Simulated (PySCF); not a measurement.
# C3H10 (CH3 ... CH4 ... CH3): the cost of one run

Computed with PySCF 2.14.0 and routines of our own; the level stands in each step. Atoms count from 0.

## (1) The system as given

13 atoms, charge 0, high-spin multiplicity 3; geometry from: GFN2-xTB fragments, placed rigidly.

The system (radical pair across a spacer): CH3···CH4···CH3. The radical centres are 5.04 Å apart, edge to face; the spin sites are atoms 0, 1, 2, 3 (1 unpaired) and atoms 4, 5, 6, 7 (1 unpaired).

## (2) Magnetic exchange: CASSCF and SC-NEVPT2/def2-SVP (2,2)

The job: settings as JSON, then the geometry in Å.

```
{"job": {"kind": "cas", "basis": "def2-SVP", "active": "magnetic", "zfs": true}, "charge": 0, "high_spin_multiplicity": 3, "spin_sites": [[[0, 1, 2, 3], 1], [[4, 5, 6, 7], 1]]}
C     -0.000000    -0.000100    -2.520000
H      0.651900    -0.845200    -2.520300
H      0.406000     0.987100    -2.520300
H     -1.058000    -0.142000    -2.520300
C     -0.000000    -0.000100     2.520100
H     -0.845100     0.000200     1.868200
H      0.987200     0.000200     2.114100
H     -0.141900     0.000200     3.578200
C      0.000000    -0.000000     0.000000
H      0.493800     0.949600     0.159000
H     -0.996600     0.036900     0.420200
H      0.565900    -0.786200     0.482600
H     -0.063200    -0.200600    -1.061500
```

Level: CASSCF and SC-NEVPT2/def2-SVP spin states, gas phase.

The run is started by

```console
$ OMP_NUM_THREADS=1 python exch_run.py task.json out
```

The driver reads the jobs from task.json and runs them one after another.

**Question.** How long does this first job take on 1 thread of Arm Neoverse V1, shared host, and how much memory does it need?

About 2.1 s, with a peak of 0.24 GiB.
